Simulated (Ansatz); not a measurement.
Two shapes of singlet C₄H₄S.

Shape 1:

```xyz
9

S     0.0173    0.0127    1.2345
C     0.0123    1.2835   -0.0014
C     0.0243   -1.2787   -0.0046
C    -0.0442    0.7288   -1.2533
C    -0.0282   -0.7205   -1.3099
H    -0.0312    2.2681    0.3292
H     0.0128   -2.3308    0.2840
H    -0.0138    1.3308   -2.1240
H    -0.0149   -1.3732   -2.1729
```

Shape 2:

```xyz
9

S     0.0421    0.0589    1.1933
C     0.0096    1.2777   -0.0678
C     0.0185   -1.3000   -0.0675
C     0.0176    0.7457   -1.2349
C    -0.0551   -0.7274   -1.2493
H    -0.0569    2.2470    0.3869
H     0.0070   -2.3747    0.3338
H    -0.0235    1.3588   -2.0643
H     0.0192   -1.3252   -2.1418
```

Basis set: 6-31G (spherical functions). Left uncorrelated: 9 orbitals. Charge 0, multiplicity 1.

Computed with Ansatz (development build ahead of 0.2.0); each method stands on the lowest determinant of its kind that the runs found.

(1) Which shape is lower in energy, and by how much in each method?

Results:

(1)

| method | E(2) − E(1) (eV) |
| --- | --- |
| RHF | 0.367 |
| RHF-MP2 | 0.658 |

Shape 1 is lower.
